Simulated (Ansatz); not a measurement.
This geometry of BH3O + H2S (8 atoms, charge 0, multiplicity 1) is a first-order saddle point.

Computed with RKS PBE-D4/def2-mTZVP in Ansatz 0.2.0.

```xyz
8
Properties=species:S:1:pos:R:3
B 0.128 0.224 0.275
O -0.267 -0.280 1.677
H -1.160 -0.674 1.651
H 1.292 0.047 0.038
H -0.692 -0.008 -0.575
S -0.122 2.223 0.813
H 1.138 2.413 1.297
H -0.423 1.084 1.844
```

(1) Which two structures does it join? (They come from a converged band through this point; their orientation in space is the band's.)

(2) How far does it lie above each of them?

Answers

(1) Bonds broken: S6–H8. Bonds formed: B1–S6, O2–H8. BH3O + H2S becomes BH5OS.

First end point:

```xyz
8
Properties=species:S:1:pos:R:3
B 0.016 -0.226 0.302
O -0.490 -0.961 1.346
H -1.452 -1.096 1.267
H 1.211 -0.080 0.293
H -0.680 0.086 -0.632
S -0.191 2.454 1.370
H 0.908 2.843 0.664
H 0.570 2.007 2.409
```

Last end point:

```xyz
8
Properties=species:S:1:pos:R:3
B 0.093 0.470 0.218
O -0.206 -0.257 1.780
H -1.042 -0.763 1.704
H 1.196 0.082 -0.052
H -0.835 0.063 -0.437
S -0.083 2.310 0.578
H 1.209 2.566 0.937
H -0.439 0.557 2.292
```

(2) 14.8 kcal/mol above the first and 12.2 kcal/mol above the second. This is the barrier of this one path; another mechanism may lie lower. The orbitals stay closed-shell, which can raise the energy where a bond breaks towards radicals; this wasn't checked here.

Run time: 2.6 min on 1 thread of Arm Neoverse V1 (shared host), peak memory 0.13 GiB.
